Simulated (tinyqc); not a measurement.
CIS on RHF in the sto-3g basis, frozen core, for H2O, spin multiplicity 1, step by step. One step of it, computed by the program tinyqc.

Problem. CIS matrix, triplets. A(ia,jb) = (e_a - e_i) d_ij d_ab - (ij|ab).

orbital energies (hartree): [-20.275846, -1.192046, -0.516472, -0.432065, -0.389890, 0.430638, 0.521730]

Two-electron integrals over orbitals (pq|rs), unique and non-zero (hartree); the lowest 1 orbital is frozen and left out:
```
(22|22) 0.726547    (32|32) 0.125107    (33|22) 0.606030    (33|33) 0.580543
(42|22) -0.032731   (42|33) 0.003005    (42|42) 0.129656    (43|32) 0.028992
(43|43) 0.059408    (44|22) 0.651994    (44|33) 0.554335    (44|42) -0.086727
(44|44) 0.672074    (52|52) 0.152844    (53|53) 0.025791    (54|52) -0.042622
(54|54) 0.045441    (55|22) 0.758592    (55|33) 0.593242    (55|42) -0.082242
(55|44) 0.673970    (55|55) 0.880159    (62|22) 0.125465    (62|33) 0.063228
(62|42) 0.037388    (62|44) 0.053975    (62|55) 0.133123    (62|62) 0.092683
(63|32) -0.034234   (63|43) -0.040583   (63|63) 0.074828    (64|22) 0.140155
(64|33) 0.051333    (64|42) -0.054890   (64|44) 0.132798    (64|55) 0.162054
(64|62) 0.057373    (64|64) 0.109396    (65|52) 0.047833    (65|54) 0.008076
(65|65) 0.033089    (66|22) 0.588281    (66|33) 0.540976    (66|42) 0.042770
(66|44) 0.541767    (66|55) 0.575087    (66|62) 0.089957    (66|64) 0.057585
(66|66) 0.575271    (72|32) 0.058799    (72|43) -0.028873   (72|63) 0.027801
(72|72) 0.070020    (73|22) 0.173369    (73|33) 0.088724    (73|42) -0.077879
(73|44) 0.134335    (73|55) 0.207253    (73|62) 0.064011    (73|64) 0.110158
(73|66) 0.047553    (73|73) 0.163690    (74|32) -0.070223   (74|43) -0.019581
(74|63) 0.057749    (74|72) -0.016796   (74|74) 0.072462    (75|53) 0.023896
(75|75) 0.025026    (76|32) 0.079925    (76|43) 0.066696    (76|63) -0.065533
(76|72) -0.003010   (76|74) -0.061570   (76|76) 0.110357    (77|22) 0.601314
(77|33) 0.571648    (77|42) -0.018360   (77|44) 0.565628    (77|55) 0.600725
(77|62) 0.057428    (77|64) 0.053816    (77|66) 0.542850    (77|73) 0.094515
(77|77) 0.585097
```

Give: CIS matrix A, triplet.

Solution.

CIS matrix A, triplet (hartree), order 2>6, 2>7, 3>6, 3>7, 4>6, 4>7, 5>6, 5>7:
```
[[1.0344, 0.0000, 0.0000, -0.0799, -0.0428, 0.0000, 0.0000, 0.0000],
 [0.0000, 1.1125, -0.0799, 0.0000, 0.0000, 0.0184, 0.0000, 0.0000],
 [0.0000, -0.0799, 0.4061, 0.0000, 0.0000, -0.0667, 0.0000, 0.0000],
 [-0.0799, 0.0000, 0.0000, 0.4666, -0.0667, 0.0000, 0.0000, 0.0000],
 [-0.0428, 0.0000, 0.0000, -0.0667, 0.3209, 0.0000, 0.0000, 0.0000],
 [0.0000, 0.0184, -0.0667, 0.0000, 0.0000, 0.3882, 0.0000, 0.0000],
 [0.0000, 0.0000, 0.0000, 0.0000, 0.0000, 0.0000, 0.2454, 0.0000],
 [0.0000, 0.0000, 0.0000, 0.0000, 0.0000, 0.0000, 0.0000, 0.3109]]
```
